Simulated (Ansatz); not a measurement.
**One shape, several levels: S2F2 (Thio-thionyl fluoride)**

Aim: a comparison of 6 runs (HF/STO-3G, B2PLYP/STO-3G, UB3LYP/STO-3G, UPBE0/STO-3G, UCCSD(T)/STO-3G, FCI/STO-3G) of S2F2 (Thio-thionyl fluoride). 

The results are computed with Ansatz 0.2.0.

55 further runs of the same task are left out: 15 that didn't finish, 40 set aside as unsound or not needed.

**1. The system as given**

The species is S2F2 (4 atoms), meant as a singlet with charge 0. As SMILES, `FS(F)=S`. The S4–S2 distance was set to 2.323 Å, away from the relaxed value.

Bond lengths: F1–S2 1.606 Å, S2–F3 1.606 Å, S2–S4 2.323 Å. Angles: F1–S2–F3 92.0°, F1–S2–S4 107.9°, F3–S2–S4 107.9°.

**2. The energy at HF/STO-3G (run 1)**

job.yaml reads:

```yaml
crystal:
  periodic: [false, false, false]
  atoms:
    - {symbol: F, position_ang: [0.756586, 0.030328, 1.547650]}
    - {symbol: S, position_ang: [-0.459234, -0.396532, 0.589330]}
    - {symbol: F, position_ang: [0.335116, -1.688902, 0.062410]}
    - {symbol: S, position_ang: [-0.567510, 1.135710, -1.153590]}
basis:
  gaussian:
    orbitals: STO-3G
total_charge: 0
hamiltonian:
  xc: hf
accuracy: high
```

Launch:

```sh
$ ansatz run job.yaml --threads 1 --pin off --max-ram 3480MiB --events-out events.jsonl --progress --plain --runs-dir runs
```

Standard output:

```text
Warning: RAYON_NUM_THREADS=1 ignored (pool sized by the plan → 1); use --threads N
Functional definition: HF
  name "HF"
  exchange = exact_x
  correlation = 0
522 factors; integrals over basis functions are off by at most 2.7e-8 eV
mean field evaluation 1: about -26717.6908 eV, gradient 4.2e1 eV
mean field evaluation 2: about -26717.8051 eV, gradient 4.3e1 eV
mean field evaluation 4: about -26727.7465 eV, gradient 6.2e0 eV
mean field evaluation 8: about -26728.2371 eV, gradient 7.6e-4 eV
mean field evaluation 16: about -26701.9018 eV, gradient 2.2e1 eV
mean field evaluation 32: about -26723.2056 eV, gradient 2.6e0 eV
mean field -26728.22386102 eV, -982.2441098517 hartree, gradient 1.4e-8 eV, S^2 0.000000; 0 other end points of the search recorded, 0 dependent functions left out
reference -26728.22386102 eV, -982.2441098517 hartree; 25, 25 occupied and 3, 3 virtual orbitals, 522 factors
Total energy: -26728.22386102 eV, -982.2441098517 hartree
```

Wall time 0.24 s (1 thread of Arm Neoverse V1, shared host).

**3. The energy at B2PLYP/STO-3G (run 2)**

run.yaml reads:

```yaml
crystal:
  periodic: [false, false, false]
  atoms:
    - {symbol: F, position_ang: [0.756586, 0.030328, 1.547650]}
    - {symbol: S, position_ang: [-0.459234, -0.396532, 0.589330]}
    - {symbol: F, position_ang: [0.335116, -1.688902, 0.062410]}
    - {symbol: S, position_ang: [-0.567510, 1.135710, -1.153590]}
basis:
  gaussian:
    orbitals: STO-3G
total_charge: 0
hamiltonian:
  xc: {name: B2PLYP}
correlation:
  frozen_orbitals: {F: 1, S: 5}
accuracy: high
```

Launch:

```sh
$ ansatz run run.yaml --threads 1 --pin off --max-ram 3480MiB --events-out events.jsonl --progress --plain --runs-dir runs
```

Standard output, cut to the lines that bear on the results:

```text
Warning: RAYON_NUM_THREADS=1 ignored (pool sized by the plan → 1); use --threads N
Functional definition: B2PLYP
  name "B2PLYP"
[...]
522 factors; integrals over basis functions are off by at most 2.7e-8 eV
[...]
mean field -26764.82834892 eV, -983.5892999706 hartree, gradient 3.6e-8 eV, S^2 0.000000; 2 other end points of the search recorded, 0 dependent functions left out; unrestricted orbitals would lower it
12 core orbitals not correlated: weight in the atoms' cores, before any rotation towards them, 1.000 or more for the frozen orbitals, at most 0.000 for the correlated occupied ones
reference -26764.82836327 eV, -983.5893004981 hartree; 13, 13 occupied and 3, 3 virtual orbitals, 522 factors
second order -3.29389639 eV of doubles, -0.00000000 eV of singles
Total energy: -26765.71771530 eV, -983.6219835822 hartree
```

Run time: 3 s. Hardware: 1 thread of Arm Neoverse V1, shared host; peak memory 0.11 GiB.

Runs 3 to 5 aren't shown in full; the table further down has their settings and results.

**4. The energy at FCI/STO-3G (run 6)**

molecule.yaml reads:

```yaml
crystal:
  periodic: [false, false, false]
  atoms:
    - {symbol: F, position_ang: [0.756586, 0.030328, 1.547650]}
    - {symbol: S, position_ang: [-0.459234, -0.396532, 0.589330]}
    - {symbol: F, position_ang: [0.335116, -1.688902, 0.062410]}
    - {symbol: S, position_ang: [-0.567510, 1.135710, -1.153590]}
basis:
  gaussian:
    orbitals: STO-3G
correlation:
  method: fci
  frozen_orbitals: {F: 1, S: 5}
accuracy: high
```

Launch:

```sh
$ ansatz run molecule.yaml --threads 1 --pin off --max-ram 3480MiB --events-out events.jsonl --progress --plain --runs-dir runs
```

Standard output, cut to the lines that bear on the results:

```text
Warning: RAYON_NUM_THREADS=1 ignored (pool sized by the plan → 1); use --threads N
Functional definition: HF
  name "HF"
[...]
522 factors; integrals over basis functions are off by at most 2.7e-8 eV
[...]
mean field -26728.22386102 eV, -982.2441098517 hartree, gradient 1.4e-8 eV, S^2 0.000000; 2 other end points of the search recorded, 0 dependent functions left out; unrestricted orbitals would lower it
12 core orbitals not correlated: weight in the atoms' cores, before any rotation towards them, 1.000 or more for the frozen orbitals, at most 0.000 for the correlated occupied ones
reference -26728.22386102 eV, -982.2441098517 hartree; 13, 13 occupied and 3, 3 virtual orbitals, 522 factors
state -26731.27182272 eV, -982.3561203781 hartree
Total energy: -26731.27182272 eV, -982.3561203781 hartree
```

Run time: 1.6 s. Hardware: 1 thread of Arm Neoverse V1, shared host; peak memory 0.091 GiB.

**5. Overview of the runs**

```
run            level  frozen core orbitals  energy (Eh)  wall time
  1        HF/STO-3G                     –  -982.244110     0.24 s
  2    B2PLYP/STO-3G                    12  -983.621984        3 s
  3    UB3LYP/STO-3G                     –  -984.141461      3.6 s
  4     UPBE0/STO-3G                     –  -983.743710      4.2 s
  5  UCCSD(T)/STO-3G                    12  -982.354294        3 s
  6       FCI/STO-3G                    12  -982.356120      1.6 s
```

**6. Outcome**

| quantity | value |
| --- | --- |
| run 6: total energy | -982.35612 Eh |
| run 6: correlation energy (12 core orbitals frozen) | -112.0 mEh |

**Reading.** Against full CI in this basis: HF +112.0 mEh; UCCSD(T) +1.8 mEh. Totals of different functionals can't be ranked against each other. In run 2 the log says that unrestricted orbitals would lower the reference, so the values rest on an unstable closed-shell determinant (other closed-shell runs at this shape may share the fault). In runs 1, 2, 3, 4, 5, 6 the basis is minimal, so the values are rough. Spin contamination of the reference: run 5 ⟨S²⟩ = 0.35. All runs together took 16 s, the longest 4.2 s.
